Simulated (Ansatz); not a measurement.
A geometry relaxed with Ansatz (a quantum-chemistry and plane-wave program) with B3LYP-D3(BJ)/def2-TZVP, charge 0, multiplicity 2:

```xyz
5

C     -0.0333     0.0016    -0.0439
O      1.3032    -0.1612     0.1641
H     -0.2795     0.9189    -0.5971
H     -0.4744     0.1207     0.9658
H     -0.5160    -0.8800    -0.4890
```

### Question
Write the SMILES of this molecule.

### Answer
`C[O]`
